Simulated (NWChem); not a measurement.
Species: hydrogen peroxide (H2O2); SMILES OO

Program: NWChem. Geometry: optimised at B3LYP/6-31G* (spherical d).

For level TPSS/pcseg-1:

```
Property                     Result
---------------------------  ------
highest occupied level (eV)   -6.23
orbital gap (eV)               5.45
dipole (D)                     1.78
```

Q: Estimate the same quantities for level TPSS/STO-3G.

A: 
* **highest occupied level (eV)**: -1.79
* **orbital gap (eV)**: 6.15
* **dipole (D)**: 1.36
